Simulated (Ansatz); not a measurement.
Results of HSE06 (PAW; Ansatz, a quantum-chemistry and plane-wave program) for CsYCdSe3 (Cmcm, No. 63).

Run with plane-wave cutoff 460 eV, 6×6×2 k mesh (along the axes of the cell as run), Fermi–Dirac smearing 0.01 eV, scalar-relativistic PAW data made under PBE.

Cell (measured lattice):

```yaml
crystal:
  lattice:
    - [2.11930, -7.90950, 0.00000]
    - [2.11930, 7.90950, 0.00000]
    - [0.00000, 0.00000, 11.06390]
  atoms:
    - { symbol: Cs, position: [0.25761, 0.74239, 0.25000] }
    - { symbol: Cs, position: [0.74239, 0.25761, 0.75000] }
    - { symbol: Y, position: [0.00000, 0.00000, 0.00000] }
    - { symbol: Y, position: [0.00000, 0.00000, 0.50000] }
    - { symbol: Cd, position: [0.54234, 0.45766, 0.25000] }
    - { symbol: Cd, position: [0.45766, 0.54234, 0.75000] }
    - { symbol: Se, position: [0.62038, 0.37962, 0.04507] }
    - { symbol: Se, position: [0.37962, 0.62038, 0.54507] }
    - { symbol: Se, position: [0.37962, 0.62038, 0.95493] }
    - { symbol: Se, position: [0.62038, 0.37962, 0.45493] }
    - { symbol: Se, position: [0.94079, 0.05921, 0.25000] }
    - { symbol: Se, position: [0.05921, 0.94079, 0.75000] }
```

Predict the band gap and smallest direct gap on the k points sampled.


band gap: 3.16 eV (on the SCF k mesh)
smallest direct gap on the k points sampled: 3.17 eV

Note: cell and atoms aren't relaxed at this level (largest force component 0.08 eV/Å, pressure 1.2 GPa).

Spin–orbit coupling is not included.

Computed values are for the static lattice.

It cost about 60 core-minutes (a rough figure) of CPU time.
